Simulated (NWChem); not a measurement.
System: butadiene (C4H6); SMILES C=CC=C

The following NWChem deck was run.

```
start job
memory heap 200 mb stack 900 mb global 1100 mb
geometry units angstroms noautoz
  C     -0.119342     1.846902     0.000000
  C      0.396445     0.609796     0.000000
  C     -0.396445    -0.609796     0.000000
  C      0.119342    -1.846902     0.000000
  H     -1.201651     2.011213     0.000000
  H      0.518917     2.733606     0.000000
  H      1.485980     0.482461     0.000000
  H     -1.485980    -0.482461     0.000000
  H     -0.518917    -2.733606     0.000000
  H      1.201651    -2.011213     0.000000
end
basis spherical
  * library def2-svp
end
dft
  xc xpbe96 cpbe96
  iterations 150
  mulliken
end
task dft energy
```

Coordinates come from a PBE0/def2-SVP optimisation.

What results follow from this input? (PBE/def2-SVP.) Quantities: energy (Ha); highest occupied level (eV); orbital gap (eV).


| Item | Value |
|---|---|
| energy (Ha) | -155.66 |
| highest occupied level (eV) | -5.73 |
| orbital gap (eV) | 4.02 |
